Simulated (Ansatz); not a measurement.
Input file:

```yaml
crystal:
  periodic: [false, false, false]
  atoms:
    - {symbol: C, position_ang: [0.000000, -0.704755, 0.000000]}
    - {symbol: Si, position_ang: [0.000000, 0.150693, 1.457180]}
    - {symbol: Si, position_ang: [0.000000, 0.150693, -1.457180]}
basis:
  gaussian: {orbitals: 6-31G}
total_charge: 1
magnetization: {spin_polarized: true, initial_magnetization: 1}
hamiltonian: {pseudopotentials: {relativity: scalar}}
correlation: {method: bccd, electrons: valence}
```

```sh
$ ansatz run in.yaml --threads 1 --pin off --events-out ev --progress --plain --max-ram 2393MiB
```

Log:

```
413 factors; integrals over basis functions are off by at most 7.0e-5 eV
mean field evaluation 1: about -16761.9270 eV, gradient 3.7e1 eV
mean field evaluation 2: about -16761.9332 eV, gradient 3.7e1 eV
mean field evaluation 4: about -16769.9604 eV, gradient 2.7e0 eV
mean field evaluation 8: about -16769.9908 eV, gradient 1.4e0 eV
mean field evaluation 16: about -16770.0777 eV, gradient 3.2e-2 eV
mean field evaluation 32: about -16770.6946 eV, gradient 1.1e0 eV
mean field evaluation 64: about -16770.0778 eV, gradient 6.6e-5 eV
mean field evaluation 96: about -16770.6261 eV, gradient 1.7e-6 eV
mean field evaluation 128: about -16770.6258 eV, gradient 1.1e-1 eV
mean field evaluation 160: about -16770.6263 eV, gradient 2.0e-3 eV
...
cycle   3  -5.68364363 eV  change    7.4e-3 eV  update   9.5e-3
cycle   4  -5.67609995 eV  change    7.5e-3 eV  update   6.0e-3
cycle   5  -5.67984750 eV  change   -3.7e-3 eV  update   3.3e-3
cycle   6  -5.67967539 eV  change    1.7e-4 eV  update   1.2e-3
cycle   7  -5.68032156 eV  change   -6.5e-4 eV  update   4.6e-4
cycle   8  -5.68035140 eV  change   -3.0e-5 eV  update   1.9e-4
cycle   9  -5.68025913 eV  change    9.2e-5 eV  update   7.2e-5
cycle  10  -5.68028137 eV  change   -2.2e-5 eV  update   3.1e-5
cycle  11  -5.68027611 eV  change    5.3e-6 eV  update   1.4e-5
cycle  12  -5.68026956 eV  change    6.6e-6 eV  update   5.6e-6
WARN: the results are in doubt because among natural orbitals full CI differs from the method by -0.130 eV
Total energy: -16775.75806106 eV, -616.4977377267 hartree
Relativity: scalar
In doubt: among natural orbitals full CI differs from the method by -0.130 eV
```

Ran on 1 thread of Arm Neoverse V2, shared host: 4.3 s wall, 0.18 GiB peak host memory.
